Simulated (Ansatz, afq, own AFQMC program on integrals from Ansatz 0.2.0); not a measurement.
**Where AFQMC and coupled cluster stand for AlSiH3, singlet**

```xyz
5

Si   -1.3084    0.0071    0.0246
Al    1.5740   -0.0085   -0.0295
H    -1.8851    1.3897    0.0101
H    -1.8730   -0.6577    1.2427
H    -1.9181   -0.7014   -1.1463
```

Connectivity, by distances: SiH3–Al.

Basis cc-pVDZ. Only valence electrons are correlated. Integrals, coupled cluster, full CI and functionals: Ansatz 0.2.0; the random walks run on the same integrals in our own AFQMC program. ph-AFQMC/CISD is guided by a CISD state made of CCSD amplitudes; releasing the constraint for a short imaginary time cuts its bias at the price of noise, slowly where states lie close. ± is one standard error of the sampling.

Determinant: RHF, the one that the program's search chose, which needn't be the lowest solution. The geometry is a point of a scan.

No full CI on the walks' own integrals is used here; CCSDT(Q) serves as the reference and is uncertain by about the last step of the cluster series.

Cautions: restricted determinant unstable towards unrestricted (UHF 5 meV lower, ⟨S²⟩ 0.11).

* T1 diagnostic: 0.0143
* weight of the determinant in the CISD state: 0.853
* size of the correlated space: 10 electrons in 41 orbitals

| level | correlation energy (eV) |
| --- | --- |
| MP2 | -4.0844 |
| CCSD | -5.2568 |
| CCSD(T) | -5.3905 |

Problem. Estimate where AFQMC with the constraint released lies against CCSD(T) on the same integrals.

Solution. 1.02 ± 0.45 mEh below CCSD(T).

Reference: CCSDT(Q), correlation energy -5.428 eV. The released energy is read at 2.40 1/Eh (meV from the phaseless value at times in 1/Eh: -6 ± 13 at 0.24, -11 ± 11 at 0.51, -6 ± 9 at 0.99, -4 ± 9 at 1.62, -14 ± 12 at 2.40).

```tsv
level	E − E(reference) (mEh)	share of correlation (%)
CCSD(T)	1.37	99.31
CCSDT	0.25	99.88
ph-AFQMC/CISD	0.86 ± 0.33	99.57
released AFQMC	0.35 ± 0.45	99.83
```

A walk keeps the symmetry of its determinant, which the program's search chose and which needn't be the lowest solution, so a lower state of the same spin and another symmetry isn't excluded. Released energies are given only where the last usable release times agree within the noise; a slower fall can still hide under it.
